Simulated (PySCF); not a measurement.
Energies from PySCF, thermal terms from the rigid-rotor harmonic-oscillator model, ideal gas at 1 bar. The comparison is the NASA 1993 polynomial table, which mixes measured and estimated data. 6-31G* has spherical d functions here. All species are closed-shell singlets. B3LYP is the form with VWN-RPA correlation. The harmonic model lacks anharmonicity and excited electronic states, which grow with temperature; levels with a mode under 35 cm⁻¹ are left out. The table's entry may be an old estimate for BCl (not checked at source).

Harmonic frequencies at B3LYP/6-31G* (cm⁻¹): 814. Point group C∞v; S°(298 K) = 213.5 J/mol/K at this level.

### Question
Work out Cp and S° of gaseous BCl at 500, 800, 1200, 1600, 2000 K from these, and set them beside the table.

### Answer
```csv
T (K),Cp B3LYP/6-31G*,Cp table,S° B3LYP/6-31G*,S° table
500,34.5,34.5,230.6,230.4
800,36.1,36.3,247.2,247.0
1200,36.8,37.2,262.0,262.0
1600,37.1,37.6,272.7,272.7
2000,37.2,38.0,280.9,281.2
```
Units J/mol/K.
